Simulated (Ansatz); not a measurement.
[S3]- (S3⁻). Charge -1, multiplicity 2. Geometry r2SCAN-D4/def2-TZVPD, basis def2-TZVPD, Ansatz.

```xyz
3

S    -0.242    0.784   -1.522
S     0.704   -0.036    0.033
S    -0.462   -0.748    1.489
```

| run | HOMO (eV) | LUMO (eV) |
| --- | --- | --- |
| A | 0.10 | 1.13 |
| B | -3.40 | 3.59 |
| C | -1.00 | 1.81 |
| D | -3.01 | 3.47 |
| E | 0.12 | 0.93 |
| F | -0.80 | 1.72 |

LC-ωPBE has ω = 0.4 bohr⁻¹.

HOMO and LUMO are taken over both spins.

Question: The runs used B97M-V, LC-ωPBE, PBE0, r2SCAN, r2SCAN0, ωB97X-V. Estimate which is which.

Answer: A r2SCAN (0 % exact exchange); B LC-ωPBE (range-separated); C r2SCAN0 (25 % exact exchange); D ωB97X-V (range-separated); E B97M-V (0 % exact exchange); F PBE0 (25 % exact exchange). Exact exchange lowers occupied and raises empty levels; among semilocal functionals meta-GGAs tend to open the gap a little, and such runs are hard to tell apart. The gap grows from 0.81 eV (B97M-V) to 6.99 eV (LC-ωPBE). At r2SCAN-D4/def2-TZVPD, B97M-V/def2-TZVPD the highest occupied level of the charge -1 doublet lies above zero (up to 0.12 eV). By energy differences its removal costs 2.40 eV (vertical, to the charge 0 singlet, at CCSD(T)/def2-TZVPPD).
